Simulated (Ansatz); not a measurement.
Geometry optimisation, Ansatz 0.2.0, RKS PBE0/def2-SVP.

input.yaml

```yaml
crystal:
  periodic: [false, false, false]
  atoms:
    - { symbol: B, position_ang: [0.0, 0.0, 0.0] }
    - { symbol: H, position_ang: [0.0, 0.0, 1.19] }
    - { symbol: C, position_ang: [1.3856, 0.0, -0.8] }
    - { symbol: H, position_ang: [1.7152, -1.0462, -0.9702] }
    - { symbol: H, position_ang: [1.2491, 0.508, -1.7774] }
    - { symbol: H, position_ang: [2.1552, 0.5381, -0.2082] }
    - { symbol: "N", position_ang: [-1.3423, 0.0, -0.775] }
    - { symbol: H, position_ang: [-2.0112, -0.8164, -0.6764] }
    - { symbol: H, position_ang: [-1.5914, 0.8164, -1.4036] }
basis:
  gaussian: { orbitals: def2-SVP }
hamiltonian:
  xc: pbe0
relax:
  f_tol: 0.02
  max_steps: 40
output:
  orbitals: {}
```

Launched with:

```bash
$ ansatz run input.yaml --threads 1 --pin off --max-ram 2048MiB --backend cpu --events-out ev --progress --plain --runs-dir out
```

Problem. Where does it end, and by what steps?

Solution. It converged. After 10 steps the energy has fallen by 1.443 eV; H8 moved furthest, 0.84 Å.

```
step  energy less start (eV)  largest force component (eV/Å)  accepted
   0                  0.0000                           2.589       yes
   1                 -0.6730                           1.469       yes
   2                 -1.1333                           1.530       yes
   3                 -1.3399                           0.678       yes
   4                 -1.3736                           0.684       yes
   5                 -1.3964                           0.897       yes
   6                 -1.4327                           0.142       yes
   7                 -1.4417                           0.035       yes
   8                 -1.4428                           0.024       yes
   9                 -1.4424                           0.066        no
  10                 -1.4429                           0.007       yes
```

```xyz
9
Properties=species:S:1:pos:R:3
B -0.039 -0.180 -0.091
H -0.068 -0.592 1.052
C 1.334 0.070 -0.819
H 1.913 -0.869 -0.861
H 1.242 0.462 -1.844
H 1.953 0.772 -0.235
N -1.267 0.051 -0.710
H -2.155 -0.109 -0.254
H -1.353 0.395 -1.659
```

Whether the end is a true minimum wasn't checked by a vibrational analysis.

Run time: 27 s on 1 thread of Arm Neoverse V1 (shared host), peak memory 0.14 GiB.
